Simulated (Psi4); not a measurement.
# UCAM-B3LYP/cc-pVDZ (sweep point 8) run of CF (SMILES [C]F)

We compute a structure relaxation of CF. 

The calculation is run with Psi4 1.11.

2 further runs of the same task are left out: 2 set aside as unsound or not needed.

## 1. The system as given

CF: 2 atoms, total charge 0, spin state doublet. As SMILES, `[C]F`. The shape is that of a PBE0-D4/def2-TZVP optimisation. The run starts from this shape.

Bond lengths: C1–F2 1.268 Å.

## 2. A geometry optimisation at UCAM-B3LYP/cc-pVDZ (sweep point 8)

The input, job.inp:

```
memory 1600 mb

molecule {
  0 2
  C      0.000000     0.000000     0.003080
  F      0.000000     0.000000     1.271320
  units angstrom
  symmetry c1
}

set {
  reference            uks
  puream               true
  scf_type             pk
  dft_radial_points    99
  dft_spherical_points 590
  g_convergence        gau_tight
  geom_maxiter         50
  maxiter              100
}

e_tot, wfn = optimize('cam-b3lyp/cc-pVDZ', return_wfn=True)
```

Command:

```console
$ psi4 -i job.inp -o job.out -n 1
```

job.out:

```text
[...]
  Running in c1 symmetry.
[...]
  Nuclear repulsion =   22.531673323803066
[...]
  Multiplicity = 2
[...]
  Nalpha       = 8
  Nbeta        = 7
[...]
    Number of basis functions: 28
[...]
   @UKS iter   1:  -137.73097090088422   -4.57512e-01   5.25794e-03 DIIS/ADIIS
[...]
   @UKS iter   5:  -137.74439764704570   -5.68434e-13   8.98059e-09 DIIS
[...]
   @S^2 Observed:                7.529784772E-01
[...]
    Orbital Energies [Eh]
    ---------------------
    Alpha Occupied:
       1A    -24.871163     2A    -10.398151     3A     -1.403117
       4A     -0.763644     5A     -0.618755     6A     -0.603852
       7A     -0.477167     8A     -0.274976
    Alpha Virtual:
       9A     -0.040720    10A      0.219227    11A      0.499294
      12A      0.518940    13A      0.561296    14A      0.609570
      15A      1.096565    16A      1.160556    17A      1.165818
      18A      1.173248    19A      1.178216    20A      1.356896
      21A      1.359015    22A      1.783914    23A      2.173750
      24A      3.556999    25A      3.557222    26A      3.796000
[...]
  @UKS Final Energy:  -137.74439764704570
   => Energetics <=
    Nuclear Repulsion Energy =             22.3611313855321647
    One-Electron Energy =                -233.8002431543388866
    Two-Electron Energy =                  85.3211388856329904
    DFT Exchange-Correlation Energy =     -11.6264247638719542
    Empirical Dispersion Energy =           0.0000000000000000
    VV10 Nonlocal Energy =                  0.0000000000000000
    Total Energy =                       -137.7443976470457017
[...]
 Multipole Moments:
 ------------------------------------------------------------------------------------
     Multipole            Electronic (a.u.)      Nuclear  (a.u.)        Total (a.u.)
 ------------------------------------------------------------------------------------
 L = 1.  Multiply by 2.5417464519 to convert [e a0] to [Debye]
 Dipole X            :         -0.0000000            0.0000000           -0.0000000
 Dipole Y            :         -0.0000000            0.0000000           -0.0000000
 Dipole Z            :          0.7630664           -0.4666786            0.2963878
 Magnitude           :                                                    0.2963878
[...]
  -Total Gradient:
     Atom            X                  Y                   Z
    ------   -----------------  -----------------  -----------------
       1       -0.000000000000    -0.000000000000     0.000002376440
       2        0.000000000000    -0.000000000000    -0.000003974513
[...]
    Final optimized geometry and variables:
    Molecular point group: c1
    Full point group: C_inf_v
    Geometry (in Angstrom), charge = 0, multiplicity = 2:
    C            0.000000000000     0.000000000000    -0.783211212817
    F            0.000000000000     0.000000000000     0.494701290066
    Psi4 run time: 0:00:22.14
[...]
```

The script printed:

```text
Optimizer: Optimization complete!
```

Run time: 24 s. Hardware: 1 thread of Intel Xeon Platinum 8259CL at 2.50GHz (Skylake/Cascade Lake), shared host; peak memory 0.36 GiB.

The path in brief:

```csv
step,energy from the first frame kept (eV),largest force (eV/Å)
0,0.0000,0.4821
1,-0.0021,0.1570
2,-0.0023,0.0051
3,-0.0023,0.0002
```

After the run. Bond lengths: C1–F2 1.278 Å.

## 3. Results

Level: UCAM-B3LYP/cc-pVDZ (sweep point 8).

| quantity | value |
| --- | --- |
| total energy at the end | -137.74440 Eh |
| dipole moment | 0.75 D |
| HOMO energy (highest over α and β) | -7.48 eV |
| LUMO energy (lowest over α and β) | -1.11 eV |
| bond length | 1.278 Å |
| ⟨S²⟩ | 0.753 |

In words: At the final geometry: Bond lengths: C1–F2 1.278 Å. The optimisation took 4 steps and changed the energy by -0.002 eV.
